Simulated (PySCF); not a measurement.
**Vertical excitation energies**

Species: phosphaethyne, CHP.
Cartesian coordinates in Å at the PBE0-D3(BJ)/def2-TZVP level; atoms count from 1:
```xyz
3
CHP angstrom
C     -0.142    0.020    0.022
P      1.307    0.416   -0.265
H     -1.159   -0.259    0.224
```

Method used: TDDFT CAM-B3LYP/aug-cc-pVTZ, vertical, gas phase, core orbitals frozen in the response (PySCF 2.14.0, density-fitted response routines). Geometry: PBE0-D3(BJ)/def2-TZVP; no solvent, vibrations or thermal averaging.

Predict the UV-vis stick spectrum at this level.

```json
{"state": "S1", "E (eV)": "4.39", "ν̃ (cm⁻¹)": "35380", "f": "0.0000", "symmetry": "–", "main configurations (H = HOMO, L = LUMO)": "H-1/H→L/L+1 (≥96%)"}
{"state": "S2", "E (eV)": "4.73", "ν̃ (cm⁻¹)": "38130", "f": "0.0000", "symmetry": "–", "main configurations (H = HOMO, L = LUMO)": "H-1/H→L/L+1 (97%)"}
{"state": "S3", "E (eV)": "4.73", "ν̃ (cm⁻¹)": "38130", "f": "0.0000", "symmetry": "–", "main configurations (H = HOMO, L = LUMO)": "H-1/H→L/L+1 (97%)"}
{"state": "S4", "E (eV)": "7.27", "ν̃ (cm⁻¹)": "58600", "f": "0.050", "symmetry": "Π", "main configurations (H = HOMO, L = LUMO)": "H-1/H→L+2 (≥76%)"}
{"state": "S5", "E (eV)": "7.27", "ν̃ (cm⁻¹)": "58600", "f": "0.050", "symmetry": "Π", "main configurations (H = HOMO, L = LUMO)": "H-1/H→L+2 (≥76%)"}
{"state": "S6", "E (eV)": "7.40", "ν̃ (cm⁻¹)": "59700", "f": "0.080", "symmetry": "Π", "main configurations (H = HOMO, L = LUMO)": "H-2→L/L+1 (≥77%), H-1/H→L+2 (≥13%)"}
{"state": "S7", "E (eV)": "7.40", "ν̃ (cm⁻¹)": "59700", "f": "0.080", "symmetry": "Π", "main configurations (H = HOMO, L = LUMO)": "H-2→L/L+1 (≥77%), H-1/H→L+2 (≥13%)"}
{"state": "S8", "E (eV)": "7.63", "ν̃ (cm⁻¹)": "61560", "f": "0.494", "symmetry": "Σ+", "main configurations (H = HOMO, L = LUMO)": "H-1/H→L/L+1 (≥88%)"}
{"state": "S9", "E (eV)": "7.87", "ν̃ (cm⁻¹)": "63460", "f": "0.017", "symmetry": "Π", "main configurations (H = HOMO, L = LUMO)": "H-1/H→L+3 (≥88%)"}
{"state": "S10", "E (eV)": "7.87", "ν̃ (cm⁻¹)": "63460", "f": "0.017", "symmetry": "Π", "main configurations (H = HOMO, L = LUMO)": "H-1/H→L+3 (≥88%)"}
```

Triplets, Tamm–Dancoff:

| state | E (eV) | λ (nm) | main configurations (H = HOMO, L = LUMO) |
| --- | --- | --- | --- |
| T1 | 3.39 | 366.1 | H-1/H→L/L+1 (≥94%) |
| T2 | 3.80 | 326.0 | H-1/H→L/L+1 (≥90%) |
| T3 | 3.80 | 326.0 | H-1/H→L/L+1 (≥90%) |

The lowest singlet lies at 4.39 eV (283 nm, ultraviolet) and is dark (f under 0.0005); its leading configuration is HOMO-1/HOMO→LUMO/LUMO+1 (≥96%). The most intense listed level is S8 at 7.63 eV (162 nm, f = 0.494), 3.25 eV above S1. S2/S3, S4/S5, S6/S7 and S9/S10 lie within about 0.01 eV of each other in each set; the point group C∞v has degenerate representations, and within a degenerate level the listed configurations can mix freely. Löwdin shares by element: HOMO (one of a set within 0.03 eV) carbon 54%, phosphorus 40%, hydrogen 6%; LUMO (one of a set within 0.03 eV) phosphorus 59%, carbon 34%, hydrogen 7%. Orbital energies (eV): HOMO-3 -16.77, HOMO-2 -11.62, HOMO-1 -9.45, HOMO -9.45, LUMO -0.38, LUMO+1 -0.38, LUMO+2 0.40. Of the 10 states listed, 7 reach f = 0.01 and 3 stay under 0.0005. Weighted by f, the mean energy of these states is 7.55 eV. No computed singlet lies in the visible range (380 to 750 nm); the lowest, at 283 nm, stands 1.12 eV above its violet end (3.26 eV). Symmetry labels in C∞v follow from the direction of the transition dipole and are given only for states with f of 0.002 or more. Orbitals of the list HOMO-3 to LUMO+2 that lie within 0.01 eV of each other are written together with a slash and their weights summed (≥ marks a lower bound); for degenerate orbitals outside that list single weights are arbitrary. Only the lowest 10 singlets were computed, as vertical energies without vibronic structure.

The run took 2.5 s on one thread, Intel Xeon Platinum 8488C (x86_64) (shared host), and the process peaked at 0.39 GiB of memory.
